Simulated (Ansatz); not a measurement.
# Reading a saddle point

A first-order saddle point of SiH₅ClO, singlet, PBE0-D4/def2-TZVP, with one imaginary mode of 705i cm⁻¹:

Si1  (-0.417, -0.380, -0.134)
H2  (1.202, -0.933, -0.297)
H3  (-0.676, -1.351, -1.227)
H4  (-0.902, -0.936, 1.137)
O5  (-0.918, 1.001, -0.815)
H6  (1.344, -0.273, 0.281)
Cl7  (1.051, 1.085, 1.365)
H8  (-0.684, 1.787, -0.309)
(Å)

Program: Ansatz 0.2.0. Basis: def2-TZVPP and def2-QZVPP. Cores are frozen in the correlated methods. Extrapolation: Hartree–Fock as exp(−7.88 √X), correlation as X^−2.97.

**Question.** Which contacts change along the imaginary mode, and what lies on either side? (Judge from chemistry; the calculation decides.)

**Answer.** The calculation gives: The step is SiH₄O ([OH][SiH3]) + HCl → SiH₃ClO ([OH][SiH2][Cl]) + H₂, with the molecules in contact on both sides. Shortening one way: Si1–Cl7, H2–H6; lengthening the same way: Si1–H2, H6–Cl7.
```json
{"pair": "Si1–Cl7", "one side (Å)": "3.79", "saddle (Å)": "2.56", "other side (Å)": "2.06"}
{"pair": "H2–H6", "one side (Å)": "2.18", "saddle (Å)": "0.89", "other side (Å)": "0.75"}
{"pair": "Si1–H2", "one side (Å)": "1.50", "saddle (Å)": "1.72", "other side (Å)": "4.25"}
{"pair": "H6–Cl7", "one side (Å)": "1.28", "saddle (Å)": "1.76", "other side (Å)": "3.17"}
```

**Question.** Which side is lower, and how far does the saddle lie above each? (Judge from chemistry; the value comes from the calculation.)

**Answer.** Computed: The side with Si1–Cl7, H2–H6 short is lower by 83.1 kJ/mol; the saddle lies 216.5 kJ/mol above it and 133.5 kJ/mol above the other (CCSD(T) at an estimated basis limit (MP2 extrapolated from triple and quadruple zeta, plus CCSD(T) − MP2 in triple zeta); electronic energies).

No T1 diagnostic of these runs exceeds 0.013.

Labels in which every atom is bracketed show which atoms are joined, not bond orders.

For scale, one of the runs: CCSD(T)/def2-TZVPP, 185 basis functions, launched by `ansatz run in.yaml --threads 2 --pin off --events-out ev --progress --plain --max-ram 4352MiB`. The run took 17 s on 2 CPU threads of an AMD EPYC 9R45 (shared host), with 1.8 GiB of host memory at its peak.
